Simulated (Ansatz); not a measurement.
Seven cases of atomisation energy of first-row species (electronic energies, kcal/mol); geometries: B3LYP-D3(BJ)/def2-TZVP. The cases were drawn at random from those of this class that have a high level and all functionals, leaving out states under which another spin lies or may lie. Left out are anions, K, Ca, elements past Kr, ionisation of Li, Na and Mg, pi-pi* triplets of linear molecules and other triplets made from a closed-shell parent. Runs that doubt their state, and full CI more than 15 mEh from coupled cluster, are set aside; a case stays where another high level and all functionals remain. AFQMC serves as high level only in triple zeta or larger, with a steady walk, a bar under 0.8 kcal/mol and agreement with other high levels or trials where they ran; where none ran, an unstable determinant or (outside 3d species) a high T1 diagnostic also bars it, so strongly correlated cases are thinned. No case was kept or dropped by the size of a functional's miss. High levels with a bar over 0.5 kcal/mol are left out too, and the seventh case lies inside the range of the six. Affinities count positive where energy is released, gaps as the second state minus the first. r2SCAN is by Ansatz (a first-principles code) in def2-TZVPD. High levels (Ansatz): P = CCSD(T)/CBS(cc-pVQZ,cc-pV5Z) + [CCSDT(Q) - CCSD(T)]/cc-pV5Z + [FCI - CCSDT(Q)]/cc-pVTZ + core + X2C; Q = CCSD(T)/CBS(cc-pVQZ,cc-pV5Z) + [CCSDT(Q) - CCSD(T)]/cc-pVDZ + core + X2C; R = CCSD(T)/CBS(cc-pVQZ,cc-pV5Z) + [CCSDT(Q) - CCSD(T)]/cc-pVQZ + [CCSDTQ - CCSDT(Q)]/cc-pVDZ + core + X2C; S = CCSD(T)/CBS(cc-pVQZ,cc-pV5Z) + [CCSDT(Q) - CCSD(T)]/cc-pVTZ + [CCSDTQ - CCSDT(Q)]/cc-pVDZ + core + X2C; T = CCSD(T)/CBS(cc-pVQZ,cc-pV5Z) + [CCSDT(Q) - CCSD(T)]/cc-pVTZ + core + X2C; U = CCSD(T)/CBS(cc-pVTZ,cc-pVQZ) + [CCSDT(Q) - CCSD(T)]/cc-pVDZ + core + X2C. Radicals and triplets start from unrestricted determinants; spin-orbit coupling is neglected. CBS(X,Y): correlation extrapolated as X^-3, Hartree-Fock from the larger set (Q,5: extrapolated as (X+1)exp(-9√X)). A bracket is a step between two methods taken in the basis named. Functionals run without relativity, which enters their misses. '+ core + X2C': CCSD(T) terms for core correlation (cc-pwCVTZ) and scalar relativity (cc-pVTZ-DK). Full CI freezes restricted core orbitals, also for open shells; the composite that ends in it estimates full CI at the basis-set limit. For partners of very few electrons the exact lower level stands in for a higher one. The UHF reference of BO ([B]=O, doublet) is spin-contaminated (<S^2> up to 0.05 over the pure value in the sets run). The UHF reference of CH ([CH], doublet) is spin-contaminated (<S^2> up to 0.35 over the pure value in the sets run).

```json
[
 {"case": "C3H6O (SMILES C=CCO)", "r2SCAN": "956.1", "level": "U", "high level": "959.6"},
 {"case": "C3H6 (SMILES C1CC1)", "r2SCAN": "854.2", "level": "U", "high level": "854.5"},
 {"case": "BF2 (SMILES F[B]F, doublet)", "r2SCAN": "303.6", "level": "Q", "high level": "296.6"},
 {"case": "B2O2 (oxo(oxoboranyl)borane, SMILES O=BB=O)", "r2SCAN": "512.2", "level": "T", "high level": "507.2"},
 {"case": "BO (SMILES [B]=O, doublet)", "r2SCAN": "200.7", "level": "R", "high level": "195.3"},
 {"case": "CH (SMILES [CH], doublet)", "r2SCAN": "82.7", "level": "P", "high level": "84.2"},
 {"case": "H3BO (borinic acid, SMILES BO)", "r2SCAN": "435.4", "level": "S", "high level": "withheld"}
]
```

Problem. Fit a straight line from r2SCAN to the high level over the first six rows by least squares, predict the seventh, and compare with the calculation.

Solution. Means: r2SCAN 484.92, high level 482.90. Sxx = 634561, Sxy = 638386, slope 1.0060, intercept -4.93 kcal/mol; residual standard deviation 4.2 kcal/mol. Seventh row: 1.0060·(435.4) -4.93 = 433.1 kcal/mol. The calculation gave 435.3 kcal/mol: the line differs from it by -2.2, r2SCAN itself by +0.1.
